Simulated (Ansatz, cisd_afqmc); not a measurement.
System: BeH, charge 0, doublet. BeH (SMILES [BeH], doublet).
B3LYP-D3(BJ)/def2-TZVP minimum from Ansatz (a quantum-chemistry and plane-wave program):
```xyz
2

Be     0.0000     0.0000    -0.2695
H      0.0000     0.0000     1.0779
```
Charge 0, spin multiplicity 2.

Total energies in def2-QZVPP, 3 correlated electrons, 1 frozen orbitals. Open shells are spin-unrestricted; no spin-orbit coupling. Correlated methods leave the cores frozen. No relativity. The Monte Carlo rows (phaseless AFQMC, CISD trial, step 0.005/hartree) carry one-sigma bars that omit the constraint's bias. Outlying blocks are dropped, and bars are widened where a walk drifts. Over all cases where full CI ran beside it in this data, AFQMC minus full CI had a median of +0.1 mEh and passed +0.4 mEh in a tenth of the cases. Full CI freezes restricted core orbitals and the other rows unrestricted ones, which leaves a small offset even where coupled cluster is exact.

```json
[
 {"method": "HF", "program": "Ansatz", "energy (Eh)": "-15.15333", "error against FCI (mEh)": "44.54"},
 {"method": "MP2", "program": "Ansatz", "energy (Eh)": "-15.18756", "error against FCI (mEh)": "10.31"},
 {"method": "CCSD", "program": "Ansatz", "energy (Eh)": "-15.19712", "error against FCI (mEh)": "0.75"},
 {"method": "CCSD(T)", "program": "Ansatz", "energy (Eh)": "-15.19765", "error against FCI (mEh)": "0.21"},
 {"method": "CCSDT", "program": "Ansatz", "energy (Eh)": "-15.19788", "error against FCI (mEh)": "-0.01"},
 {"method": "AFQMC/CISD", "program": "cisd_afqmc", "energy (Eh)": "-15.1978 ± 0.0001", "error against FCI (mEh)": "0.1 ± 0.1"},
 {"method": "FCI", "program": "Ansatz", "energy (Eh)": "-15.19787", "error against FCI (mEh)": "0.00"}
]
```
